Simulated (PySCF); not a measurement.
N2, SMILES N#N.

Coordinates come from a B3LYP-D3(BJ)/def2-TZVPD optimisation.

These are r2SCAN/def2-TZVPD (PySCF) values and carry that method's errors.

Gas-phase values at a fixed geometry.

Computed frontier levels, gap, dipole moment and polarisability:
The highest occupied level comes out as -10.74 eV. The lowest empty level is -1.54 eV, the orbital gap is 9.20 eV and the dipole moment comes out as 0.00 D. The quadrupole, principal values (traceless, Buckingham form, about the centre of nuclear charge) is -1.51, 0.76, 0.76 D·Å, the mean static polarisability is 11.7 bohr³ (1.73 Å³) and the polarisability, principal values comes out as 10.1, 10.1, 14.8 bohr³.
